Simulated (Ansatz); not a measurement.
```yaml
crystal:
  periodic: [false, false, false]
  atoms:
    - {symbol: Si, position_ang: [0.018422, 0.007519, -1.157047]}
    - {symbol: Si, position_ang: [-0.028259, 0.028009, 1.167031]}
    - {symbol: H, position_ang: [0.802535, 1.164425, 1.697971]}
    - {symbol: H, position_ang: [0.658843, -1.280957, 1.677739]}
    - {symbol: H, position_ang: [-1.395667, 0.062387, 1.708172]}
    - {symbol: H, position_ang: [1.425263, -0.089631, -1.659075]}
    - {symbol: H, position_ang: [-0.663648, 1.251625, -1.711844]}
    - {symbol: H, position_ang: [-0.801076, -1.164028, -1.701264]}
basis:
  gaussian: {orbitals: "6-31++G**"}
total_charge: -1
magnetization: {spin_polarized: false, initial_magnetization: 1}
hamiltonian: {xc: {name: wB97X-V}}
scf: {omitted_lower_state_checks: [starts]}
output: {forces: true}
```

```sh
$ ansatz run in.yaml --threads 2 --pin off --events-out ev --progress --plain --max-ram 4352MiB
```

Output, abridged:

```
Functional definition: wB97X-V
  name "wB97X-V"
  cite "Mardirossian & Head-Gordon, Phys. Chem. Chem. Phys. 16, 9904 (2014) doi:10.1039/C3CP54374A"
  cite "Becke, J. Chem. Phys. 107, 8554 (1997) doi:10.1063/1.475007"
  cite "Vydrov & Van Voorhis, J. Chem. Phys. 133, 244103 (2010) doi:10.1063/1.3521275"
  parameter omega = 0.3/bohr
  parameter cx = 0.167
  parameter cx1 = 0.603
  parameter cx2 = 1.194
  parameter css0 = 0.556
  parameter css1 = -0.257
  parameter cos0 = 1.219
  parameter cos1 = -1.850
  parameter b = 6.0
  parameter c = 0.01
  exchange = spin_sum(e_x_unif_sr(omega)*poly(b97_u_x, 1 - cx, cx1, cx2)) + cx*exact_x_sr(omega) + exact_x_lr(omega)
  correlation = spin_sum(e_c_pw_same_spin*poly(b97_u_same, css0, css1))
      + integral(e_c_pw_opposite_spin*poly(b97_u_opposite, cos0, cos1)) + vv10(b, c)
these checks for a lower state are left out or cut short: starts
721 factors; integrals over basis functions are off by at most 1.5e-3 eV
237 factors; integrals over basis functions are off by at most 1.6e-5 eV
mean field evaluation 1: about -15847.0817 eV, gradient 1.3e1 eV
mean field evaluation 2: about -15847.1526 eV, gradient 1.3e1 eV
mean field evaluation 4: about -15848.0794 eV, gradient 1.3e0 eV
mean field evaluation 8: about -15848.0983 eV, gradient 6.2e-2 eV
mean field evaluation 16: about -15848.0991 eV, gradient 1.2e-2 eV
mean field evaluation 32: about -15848.0992 eV, gradient 4.5e-5 eV
a density is far from that of the atoms, so the factors are made again for it
755 factors; integrals over basis functions are off by at most 9.7e-4 eV
244 factors; integrals over basis functions are off by at most 1.5e-5 eV
mean field -15848.09911702 eV, -582.4069003231 hartree, gradient 1.2e-6 eV, S^2 0.750000; 0 other end points of the search recorded, 0 dependent functions left out
the calculation of the forces begins
reference -15848.09911950 eV, -582.4069004143 hartree; 18, 17 occupied and 64, 65 virtual orbitals, 755 factors
Total energy: -15848.09911950 eV, -582.4069004143 hartree
Atom 0 at     0.018422     0.007519    -1.157047 Å, force    -0.761983     0.020054    -0.574558 eV/Å
Atom 1 at    -0.028259     0.028009     1.167031 Å, force     1.090904    -0.850171     0.399822 eV/Å
Atom 2 at     0.802535     1.164425     1.697971 Å, force    -0.193404    -0.041671    -0.060204 eV/Å
Atom 3 at     0.658843    -1.280957     1.677739 Å, force    -0.440190     0.746647    -0.338514 eV/Å
Atom 4 at    -1.395667     0.062387     1.708172 Å, force    -0.389343     0.100060     0.115751 eV/Å
Atom 5 at     1.425263    -0.089631    -1.659075 Å, force    -0.008943     0.029503     0.015549 eV/Å
Atom 6 at    -0.663648     1.251625    -1.711844 Å, force     0.342219    -0.293962     0.181152 eV/Å
Atom 7 at    -0.801076    -1.164028    -1.701264 Å, force     0.360740     0.289541     0.261003 eV/Å
Dipole moment:     0.013111    -0.016304    -0.000044 e Å
Checks for a lower state left out: starts
```

Hardware: 2 threads of Intel Xeon Platinum 8375C on a shared host. Wall time 37 s.

The 6-31G sets use Cartesian d functions.

With spin_polarized false and unpaired electrons the run is restricted open-shell.

The dipole of an ion depends on the origin.
